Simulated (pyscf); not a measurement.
Single points on ωB97X-D3(BJ)/def2-SVP structures (PySCF, gas phase). Correlated levels are frozen-core, on RHF or UHF. ΔMP2 is the change of the MP2 total energy from the triple- to the quadruple-zeta basis.

### Question
What is the homolytic dissociation enthalpy (298 K, CCSD(T)/def2-TZVPP + ΔMP2(QZVPP)) of the P–P bond of `[SiH][PH][PH2]` [singlet], to [HSi=PH]• + PH₂•?

### Answer
P–P to [HSi=PH]• + PH₂•: 2.13 eV. The radicals are drawn with the spin at the cut bond; how far it spreads was not checked. :HSi–PH–PH₂ [singlet] lies 1.35 eV over its isomer cyclic H₄P₂Si (SMILES [SiH2]1PP1), and others may lie lower still (electronic energy, ωB97M-D3(BJ)). [HSi=PH]• lies 0.23 eV over its isomer H₂Si=P•, and others may lie lower still (electronic energy, ωB97M-D3(BJ)). The CCSD(T) − MP2 part came from Ansatz, without density fitting, on the same reference. An open-shell T1 diagnostic exceeds 0.045. A UHF reference is spin-contaminated (<S²> up to 1.15), which harms MP2 most.
